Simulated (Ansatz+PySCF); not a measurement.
Results of a calculation; reference values are marked as such.
# Several solutions for singlet SiH₂

```xyz
3

Si    0.0000    0.0000   -0.1342
H     0.0000    1.0962    0.9391
H     0.0000   -1.0962    0.9391
```

Basis set: def2-SVP (spherical functions). Charge 0, multiplicity 1.

r²SCAN (unrestricted) was run from several starts with Ansatz (development build ahead of 0.2.0).

```
run  program                        start  converged  energy (hartree)  <S²>
  A   Ansatz      stability test followed        yes        -290.47876     –
  B   Ansatz  search for the lowest state        yes        -290.47876     –
  C   Ansatz      atomic start, no search        yes        -290.47822     –
```

(1) Which runs reached the lowest solution of this kind, and what is wrong with the others?

Results:

(1) A, B reached the lowest solution found. Converged but too high: C by 0.01 eV. Convergence only shows a stationary point, and even a stable one can lie too high; stability tests and further starts are what find lower ones.
